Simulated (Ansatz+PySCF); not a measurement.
The numbers below are computed, except where a source is named.
# Several solutions for singlet N₂O

```yaml
atoms:
  - { symbol: N, position_ang: [0.0000, 0.0000, -1.0987] }
  - { symbol: N, position_ang: [0.0000, 0.0000, -0.0628] }
  - { symbol: O, position_ang: [0.0000, 0.0000, 1.0164] }
```

Basis set: def2-SVP (spherical functions). Charge 0, multiplicity 1.

CASSCF(8,6) was run from several starts with Ansatz (development build ahead of 0.2.0) and PySCF 2.14.0. The starts are those of the Hartree–Fock orbitals from which the active space was taken at the frontier.

```json
{"run": "A", "program": "PySCF", "start": "program defaults", "converged": "yes", "energy (hartree)": "-183.58670", "<S²>": "0.00"}
{"run": "B", "program": "Ansatz", "start": "stability test followed", "converged": "yes", "energy (hartree)": "-183.60215", "<S²>": "0.00"}
{"run": "C", "program": "Ansatz", "start": "atomic start, no search", "converged": "yes", "energy (hartree)": "-183.58670", "<S²>": "0.00"}
{"run": "D", "program": "Ansatz", "start": "search for the lowest state", "converged": "yes", "energy (hartree)": "-183.60215", "<S²>": "0.00"}
```

(1) Which runs reached the lowest solution of this kind, and what is wrong with the others?

Results:

(1) B, D reached the lowest solution found. Converged but too high: A by 0.42 eV, C by 0.42 eV. Convergence only shows a stationary point; in CASSCF the end hangs on which orbitals enter the active space. Caution: other starts end on other solutions of this active space.
